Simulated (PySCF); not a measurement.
# [B(OMe)H3]-: geometry, NMR shifts, electronic excitations and spin-spin couplings

Aim: predict the NMR shifts, electronic excitations and spin-spin couplings of [B(OMe)H3]- (`[H][B-]([H])([H])OC`).

Computed with PySCF 2.14.0, with density-fitted response routines of our own, on a single molecule in the gas phase. Atoms are numbered from 0 throughout.

## 1. The molecule as given

9 atoms, charge -1, multiplicity 1; geometry from: GFN2-xTB.

Bonds of the start (Å): B0–O1 1.52, B0–H6 1.24, B0–H7 1.21, B0–H8 1.23, O1–C2 1.36, C2–H3 1.11, C2–H4 1.11, C2–H5 1.11.

## 2. Geometry optimisation at PBE0-D3(BJ)/def2-SVP

What the job is given:

```
{"job": {"xc": "PBE0", "basis": "def2-SVP", "d3": "d3bj", "grid": 1, "maxiter": 40, "kind": "geom"}, "charge": -1, "multiplicity": 1}
B     -0.386150     0.614300    -0.974770
O     -0.355250     0.555070     0.544390
C      0.327350    -0.522760     1.024140
H     -0.106050    -1.489310     0.690250
H      0.310150    -0.511210     2.129510
H      1.391020    -0.534720     0.703660
H      0.764650     0.670900    -1.420030
H     -1.008470     1.611420    -1.270020
H     -0.937270    -0.393690    -1.427130
```

**Question.** This job is followed by: GIAO PBE0/pcSseg-1 NMR shielding, non-relativistic, gas phase; TDDFT PBE0/def2-SVPD, vertical, gas phase, core orbitals frozen in the response; B3LYP/pcJ-1 indirect spin-spin coupling, non-relativistic, gas phase; GIAO KT2/pcSseg-1 NMR shielding, non-relativistic, gas phase. What will the session give for the following? point group; rotational constants (main isotopes); 13C shifts against TMS (PBE0/pcSseg-1); 1H shifts against TMS (PBE0/pcSseg-1); 11B shifts against BF3·OEt2 (PBE0/pcSseg-1); 17O shifts against H2O (PBE0/pcSseg-1); lowest singlet (PBE0/def2-SVPD); brightest of those computed; lowest triplet; largest coupling (B3LYP/pcJ-1); range of the shift of O1.

**Answer**, as computed:

| quantity | value |
| --- | --- |
| point group | Cs |
| rotational constants (main isotopes) | 37.08, 9.66, 8.63 GHz |
| 13C shifts against TMS (PBE0/pcSseg-1) | 61.2 ppm |
| 1H shifts against TMS (PBE0/pcSseg-1) | 3.12, 2.41 ppm |
| 11B shifts against BF3·OEt2 (PBE0/pcSseg-1) | -14.2 ppm |
| 17O shifts against H2O (PBE0/pcSseg-1) | -1.2 ppm |
| lowest singlet (PBE0/def2-SVPD) | 4.69 eV (265 nm), f = 0.033 |
| brightest of those computed | state 3, 5.62 eV, f = 0.050 |
| lowest triplet | 4.57 eV |
| largest coupling (B3LYP/pcJ-1) | 1J(C,H) C2–H3, 134.2 Hz |
| range of the shift of O1 | -1.2 to 10.5 ppm |

In words: Over 4 steps the energy fell by 0.053 eV; of the bonds of the start, B0–H7 changed most, 1.212 to 1.250 Å. The first singlet state (HOMO→LUMO 0.99) lies at 4.69 eV and is weak; the strongest absorption computed is state 3 at 5.62 eV. The lowest triplet lies 0.12 eV below the lowest singlet (triplets in Tamm-Dancoff, singlets in full TDDFT). In the gas-phase run even the lowest singlet lies above the energy needed to detach an electron from this anion, so its states are not to be taken as bound. The largest coupling computed is C2–H3 (mean over like pairs), 134.2 Hz, of which the Fermi-contact term gives 132.7 Hz. Couplings across rotatable bonds belong to this one conformer; where others are populated, the observed values are averages. O1 is the most sensitive atom: its shift spreads over 11.7 ppm, from -1.2 (PBE0/pcSseg-1) to 10.5 (KT2/pcSseg-1).
